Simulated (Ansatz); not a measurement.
**Structure optimisation: nitrogen, N2 molecule**

Method: DFT, BLYP, plane waves (420 eV) with PAW, scalar-relativistic (Ansatz 0.2.0). (PAW data from PBE, frozen cores regenerated.)

k-point mesh 1×1×1, Fermi-Dirac smearing 0.01 eV, no spin polarisation. The box is fixed.

Starting structure:

```
N
1.0
    12.00000    0.00000    0.00000
     0.00000   12.30000    0.00000
     0.00000    0.00000   12.60000
N
2
Cartesian
  6.0000 6.1500 5.7500
  6.0000 6.1500 6.8500
```

**Question.** What is the relaxed bond length?

**Answer.** 1.101 Å (start 1.100 Å).
